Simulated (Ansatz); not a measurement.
Geometry optimisation, Ansatz 0.2.0, RKS PBE/6-31G.

Input file:

```yaml
crystal:
  periodic: [false, false, false]
  atoms:
    - { symbol: C, position_ang: [0.3566, -1.915, 0.1654] }
    - { symbol: C, position_ang: [0.7834, -0.449, 0.3889] }
    - { symbol: C, position_ang: [0.0696, 0.5218, -0.5417] }
    - { symbol: C, position_ang: [-0.6041, 1.534, -0.1243] }
    - { symbol: O, position_ang: [-1.2648, 2.3646, -1.0366] }
    - { symbol: F, position_ang: [-0.9045, 1.735, 1.1924] }
    - { symbol: H, position_ang: [0.527, -2.1859, -0.8729] }
    - { symbol: H, position_ang: [-0.7279, -1.9455, 0.3378] }
    - { symbol: H, position_ang: [0.8353, -2.5437, 0.8648] }
    - { symbol: H, position_ang: [0.6249, -0.1798, 1.4639] }
    - { symbol: H, position_ang: [1.8575, -0.392, 0.2349] }
    - { symbol: H, position_ang: [0.286, 0.401, -1.5777] }
    - { symbol: H, position_ang: [-1.8186, 3.0198, -0.48] }
basis:
  gaussian: { orbitals: "6-31G" }
hamiltonian:
  xc: pbe
relax:
  f_tol: 0.02
  max_steps: 50
output:
  orbitals: {}
```

Launched with:

```bash
$ ansatz run input.yaml --threads 1 --pin off --max-ram 2048MiB --backend cpu --events-out ev --progress --plain --runs-dir out
```

Question: Where does it end, and by what steps?

Answer: It converged. Limits of this set-up: no polarisation functions. After 6 steps the energy has fallen by 0.385 eV; O5 moved furthest, 0.08 Å.

```tsv
step	energy less start (eV)	largest force component (eV/Å)	accepted
0	0.0000	3.084	yes
1	-0.3241	1.132	yes
2	-0.3665	0.672	yes
3	-0.3800	0.436	yes
4	-0.3844	0.148	yes
5	-0.3849	0.029	yes
6	-0.3849	0.010	yes
```

```xyz
13
Properties=species:S:1:pos:R:3
C 0.347 -1.916 0.171
C 0.792 -0.454 0.398
C 0.123 0.513 -0.544
C -0.653 1.535 -0.162
O -1.279 2.438 -0.997
F -0.917 1.818 1.195
H 0.555 -2.238 -0.865
H -0.737 -2.027 0.345
H 0.880 -2.601 0.853
H 0.585 -0.159 1.442
H 1.892 -0.393 0.270
H 0.256 0.380 -1.622
H -1.823 3.070 -0.469
```

The run took 30 s on 1 thread of Arm Neoverse V1, on a shared host, peak memory 0.15 GiB.
